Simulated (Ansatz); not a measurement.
The first iterations of a band of AlH3O (5 atoms, charge 0, multiplicity 1).

Level of theory: RKS r2SCANh-D4/def2-SVP in Ansatz.

```yaml
movable_images: 7
climbing_image: yes
spring: 5.0 eV/Å²
optimiser: quadratic models (default)
start_path: through a guess of the saddle point
force_threshold: 0.05 eV/Å
iteration_limit: 60
end_points: relaxed
```

First end point:

```xyz
5
Properties=species:S:1:pos:R:3
Al 0.353 -0.088 0.188
H 0.278 -0.258 1.763
H 1.671 0.255 -0.608
O -1.044 -0.275 -0.763
H -1.930 -0.482 -0.466
```

Last end point:

```xyz
5
Properties=species:S:1:pos:R:3
Al -1.837 -0.619 1.478
H 1.323 0.123 -0.091
H 2.056 0.276 -0.207
O -1.243 -0.377 -0.081
H -0.971 -0.250 -0.985
```

| iteration | highest image above the first end (eV) | largest band force component (eV/Å) |
| --- | --- | --- |
| 1 | 24.637 | 106.635 |
| 2 | 7.746 | 32.372 |
| 3 | 4.015 | 12.659 |
| 4 | 3.555 | 5.333 |
| 5 | 3.681 | 2.586 |
| 6 | 3.598 | 3.151 |
| 7 | 3.466 | 3.108 |
| 8 | 3.212 | 1.812 |
| 9 | 2.854 | 1.151 |

Problem. Does the band converge within its limit, and where does its top end?

Solution. The run converged. It ended after 29 iterations with the highest image 3.440 eV above the first end. Neighbouring images differ by up to 2.6 eV, so the band resolves the path poorly. A vibrational analysis at the climbing image gives one clearly imaginary mode, 1486i cm⁻¹: a first-order saddle point. The orbitals stay closed-shell, which can raise the energy where a bond breaks towards radicals; this wasn't checked here.

Time of the run: 3.7 min on 1 thread of Intel(R) Xeon(R) CPU @ 2.60GHz (Ice Lake), with other jobs on the host, peak memory 0.12 GiB.
